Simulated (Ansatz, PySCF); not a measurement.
Species: vinyl chloride, C₂H₃Cl, net charge 0, singlet state. 
Structure (B3LYP-D3(BJ)/def2-TZVP (Ansatz, an electronic-structure program) minimum search):
```
C
C 1 1.3205
H 1 1.0805 2 123.94
H 2 1.0811 1 122.25 3 180.00
H 2 1.0820 4 118.23 1 180.00
Cl 1 1.7376 3 112.62 2 180.00
```

Total electronic energies in hartree. Valence correlation only, unless marked. No spin-orbit coupling. Non-relativistic unless marked X2C. CBS marks a two-point X^-3 extrapolation of the correlation energy; Hartree-Fock from the larger set. The bracket is a focal-point correction in the basis named.

| level | program | energy (Eh) |
|---|---|---|
| HF/6-31G | Ansatz | -536.87994 |
| HF/aug-cc-pV(D+d)Z | Ansatz | -536.97015 |
| HF/aug-cc-pV(T+d)Z | Ansatz | -537.00367 |
| HF/cc-pV(T+d)Z | Ansatz | -537.00250 |
| HF/cc-pwCVTZ | Ansatz | -537.00331 |
| PBE-D3(BJ)/def2-TZVPD | Ansatz + dftd3 | -537.94200 |
| B3LYP/def2-TZVPD | Ansatz | -538.25248 |
| PBE0/STO-3G | Ansatz | -531.99334 |
| BHLYP-D4/def2-TZVPD | Ansatz + dftd4 | -538.18455 |
| M06-2X/def2-TZVPD | PySCF | -538.17807 |
| LC-wPBE-D4/def2-TZVPD | Ansatz + dftd4 | ___ |
| B2GP-PLYP-D4/def2-TZVPD | Ansatz + dftd4 | -537.96479 |
| MP2/cc-pV(D+d)Z | Ansatz | -537.37166 |
| MP2/cc-pV(T+d)Z | Ansatz | -537.51840 |
| SCS-MP2/cc-pV(T+d)Z | Ansatz | -537.51594 |
| CCSD/aug-cc-pV(D+d)Z | Ansatz | -537.43378 |
| CCSD/cc-pVTZ | Ansatz | -537.54907 |
| CCSD/cc-pwCVTZ | Ansatz | -537.55876 |
| CCSD(T)/STO-3G | Ansatz | -531.24245 |
| CCSD(T)/6-31G | Ansatz | -537.13554 |
| CCSD(T)/cc-pwCVTZ | Ansatz | -537.58451 |
| X2C-CCSD(T)/cc-pVTZ-DK | Ansatz | -539.01214 |
| RI-MP2/CBS(aug-cc-pV(T+d)Z,aug-cc-pV(Q+d)Z)+[CCSD(T)-MP2]/aug-cc-pV(T+d)Z | Ansatz | -537.6554 |

Task: Complete the blanks.

Result: 
- LC-wPBE-D4/def2-TZVPD, energy (Eh): -538.05331
